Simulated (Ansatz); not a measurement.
A made-up structure of CHB$_{2}$ (charge -1), singlet:

```
4
angstrom
B -0.4175 -0.5929 1.0369
B 1.0455 -0.1786 0.4436
C 0.0707 0.2231 -0.3998
H -1.0248 -1.0366 1.9069
```

It is relaxed with PBE-D4/def2-SVPD and then PBE0-D4/def2-TZVPD (Ansatz 0.2.0). Atoms count as bonded within 1.22 times the sum of their covalent radii (H–H: 0.88 Å). The end point is not checked to be a true minimum.

Task: Does its bonding change? (Judge from chemistry; the calculation decides.)

Result: By the calculation: Yes. Formed: none; broken: B1–B2.

Where it ends: The first stage lowers the energy by 1.02 eV in 13 steps. It ends as CHB₂ ([B][C][BH]), total charge -1:
```
4
angstrom
B -0.5928 -0.5363 0.9681
B 1.4066 -0.0567 0.2315
C 0.0177 0.0518 -0.0905
H -1.1576 -1.0439 1.8785
```

Labels in which every atom is bracketed show which atoms are joined, not bond orders.

For scale, one of the runs: PBE0-D4/def2-TZVPD relaxation, 120 basis functions, launched by `ansatz run in.yaml --threads 2 --pin off --events-out ev --progress --plain --max-ram 4352MiB`. Hardware: 2 CPU threads of an Arm Neoverse V1, shared host. Wall time about 13 s.
